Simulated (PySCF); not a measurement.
Cyanoallene, C₄H₃N.
Structure used (PBE0-D3(BJ)/def2-SVP), in Å, numbered top down from 1:
```xyz
8
C4H3N angstrom
C     -1.692    0.173    0.020
C     -0.440   -0.162   -0.098
C      0.827   -0.504   -0.219
C      1.896    0.325    0.238
N      2.777    0.986    0.602
H     -2.200    0.741   -0.767
H     -2.268   -0.100    0.911
H      1.100   -1.459   -0.687
```

Method used: core-valence-separated Tamm–Dancoff BHandHLYP/aug-pcX-1 (pcseg-1 on H) in PySCF, non-relativistic, gas phase, PBE0-D3(BJ)/def2-SVP geometry. The energies are unshifted.

The lowest roots of each edge with f over 0.003 (five at most, numbered afresh; weaker and dark ones are left out), with transition dipoles (au) in the frame of the coordinates:

| root | edge | E (eV) | μx | μy | μz |
| --- | --- | --- | --- | --- | --- |
| 1 | C | 282.75 | 0.0035 | 0.0444 | -0.0889 |
| 2 | C | 283.07 | 0.0246 | 0.0787 | 0.0403 |
| 3 | C | 283.45 | -0.0252 | -0.0826 | -0.0422 |
| 4 | C | 283.69 | -0.0025 | -0.0316 | 0.0631 |
| 5 | C | 283.81 | 0.0032 | 0.0397 | -0.0793 |
| 6 | N | 396.92 | 0.0027 | 0.0339 | -0.0675 |
| 7 | N | 397.20 | -0.0528 | 0.0557 | 0.0259 |
| 8 | N | 402.29 | 0.0010 | 0.0112 | -0.0219 |

Q: What are the oscillator strengths?

A: f = (2/3) ΔE |μ|², with ΔE in hartree (27.2114 eV):

| root | ΔE (Eh) | \|μ\|² (au) | f | core hole on |
| --- | --- | --- | --- | --- |
| 1 | 10.3909 | 0.009893 | 0.069 | C2 |
| 2 | 10.4026 | 0.008414 | 0.058 | C1 |
| 3 | 10.4167 | 0.009242 | 0.064 | C2 |
| 4 | 10.4255 | 0.004990 | 0.035 | C3 |
| 5 | 10.4297 | 0.007877 | 0.055 | C4 |
| 6 | 14.5864 | 0.005707 | 0.055 | N5 |
| 7 | 14.5970 | 0.006560 | 0.064 | N5 |
| 8 | 14.7840 | 0.000606 | 0.006 | N5 |

Q: Molecules are fixed in this frame and the field points along z. What effective strengths 3 f cos²θ do the roots have (θ between field and μ)?

A: root 1 (C2): 0.164, root 2 (C1): 0.034, root 3 (C2): 0.037, root 4 (C3): 0.083, root 5 (C4): 0.131, root 6 (N5): 0.133, root 7 (N5): 0.020, root 8 (N5): 0.014. Root 1 is the strongest. Averaged over all orientations cos²θ is 1/3, which gives f back.

